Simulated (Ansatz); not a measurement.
# AlH5NS: the cost of one run

All numbers below are computed with Ansatz 0.2.0 (RKS PBE-D4/def2-SVP).

**1. The structure to begin with**

Bond lengths: N1–Al2 2.014 Å, Al2–S3 2.147 Å, N1–H4 1.029 Å, N1–H5 1.030 Å, N1–H6 1.030 Å, Al2–H7 1.506 Å, S3–H8 1.334 Å. Angles: N1–Al2–S3 107.8°, N1–Al2–H7 102.8°, S3–Al2–H7 149.4°, Al2–N1–H4 113.3°, Al2–N1–H5 112.1°, Al2–N1–H6 113.5°, H4–N1–H5 105.4°, H4–N1–H6 105.4°, H5–N1–H6 106.4°, Al2–S3–H8 99.5°.

Coordinates:

```xyz
8

N    -0.6197    1.0493   -0.3260
Al    0.6932   -0.4652   -0.1330
S     0.0063   -1.7306    1.4599
H    -1.3647    0.8583   -1.0096
H    -0.1671    1.9168   -0.6493
H    -1.1059    1.2845    0.5508
H     1.7195   -0.1530   -1.1907
H     0.8383   -2.7601    1.2978
```

**2. Relaxing end A**

The input, input.yaml:

```yaml
crystal:
  periodic: [false, false, false]
  atoms:
    - { symbol: "N", position_ang: [-0.61966, 1.04933, -0.32599] }
    - { symbol: Al, position_ang: [0.69322, -0.46524, -0.13299] }
    - { symbol: S, position_ang: [0.00634, -1.7306, 1.45994] }
    - { symbol: H, position_ang: [-1.36468, 0.85827, -1.00958] }
    - { symbol: H, position_ang: [-0.16711, 1.91684, -0.64926] }
    - { symbol: H, position_ang: [-1.10587, 1.28446, 0.55077] }
    - { symbol: H, position_ang: [1.7195, -0.15295, -1.19069] }
    - { symbol: H, position_ang: [0.83827, -2.76012, 1.2978] }
total_charge: 1
basis:
  gaussian: { orbitals: def2-SVP }
hamiltonian:
  xc: pbe
  dispersion: d4
relax:
  f_tol: 0.02
  max_steps: 50
output:
  orbitals: {}
```

Launch:

```sh
$ ansatz run input.yaml --threads 1 --pin off --max-ram 2048MiB --backend cpu --events-out ev --progress --plain --runs-dir out
```

Q: Estimate wall time and peak memory on 1 thread of Arm Neoverse V2, shared host.

About 22 s, with a peak of 0.14 GiB.
